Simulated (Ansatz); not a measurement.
A nudged elastic band was laid between two geometries of C2H2O2 (6 atoms, charge 0, multiplicity 1).

All numbers below come from Ansatz 0.2.0, RKS PBE0-D4/def2-SVP.

```yaml
movable_images: 5
climbing_image: yes
spring: 5.0 eV/Å²
optimiser: quadratic models (default)
start_path: through a guess of the saddle point
force_threshold: 0.05 eV/Å
iteration_limit: 60
end_points: relaxed
```

Image 0:

```xyz
6
Properties=species:S:1:pos:R:3
O 0.997 0.086 -1.647
C 0.232 0.046 -0.581
C -0.488 0.077 0.386
O -1.325 0.071 1.397
H 1.481 -0.747 -1.722
H -0.897 0.467 2.167
```

Image 6:

```xyz
6
Properties=species:S:1:pos:R:3
O 0.562 1.069 -1.909
C 0.318 0.411 -0.981
C 0.056 -0.364 0.064
O -0.968 -0.075 0.934
H 0.613 -1.305 0.143
H -0.581 0.264 1.749
```

(1) What changes between the two ends?

(2) Give the energies along the band, and the barrier.

(3) What is the geometry of the highest image?

Results:

(1) Bonds broken: O1–H5. Bonds formed: C3–H5.

(2) The run converged. The highest image is number 2 of 0 to 6, 2.47 eV above the first end and 3.82 eV above the last; the last end lies 1.35 eV below the first. Neighbouring images differ by up to 2.1 eV, so the band resolves the path poorly. A vibrational analysis at the climbing image gives one clearly imaginary mode, 1703i cm⁻¹: a first-order saddle point. The orbitals stay closed-shell, which can raise the energy where a bond breaks towards radicals; this wasn't checked here.

| image | path coordinate (Å) | energy (eV) | O1–H5 (Å) | C3–H5 (Å) |
| --- | --- | --- | --- | --- |
| 0 | 0.00 | 0.00 | 0.97 | 3.00 |
| 1 | 0.59 | 0.34 | 0.97 | 2.59 |
| 2 | 1.17 | 2.47 | 1.37 | 2.14 |
| 3 | 1.76 | 0.74 | 1.93 | 2.00 |
| 4 | 2.35 | 0.42 | 2.22 | 1.41 |
| 5 | 2.94 | -1.08 | 2.74 | 1.11 |
| 6 | 3.53 | -1.35 | 3.14 | 1.10 |

(3) 
```xyz
6
Properties=species:S:1:pos:R:3:forces:R:3
O 0.923 0.197 -1.914 -0.02 0.01 0.01
C 0.283 0.066 -0.787 0.05 0.01 -0.01
C -0.307 0.265 0.308 -0.04 -0.02 -0.01
O -1.147 -0.080 1.241 0.01 0.01 0.00
H 1.118 -0.743 -0.936 0.00 -0.01 0.01
H -0.869 0.296 2.088 0.01 0.00 0.00
```

The run took 2.3 min on 1 thread of Arm Neoverse V1 (shared host), peak memory 0.24 GiB.
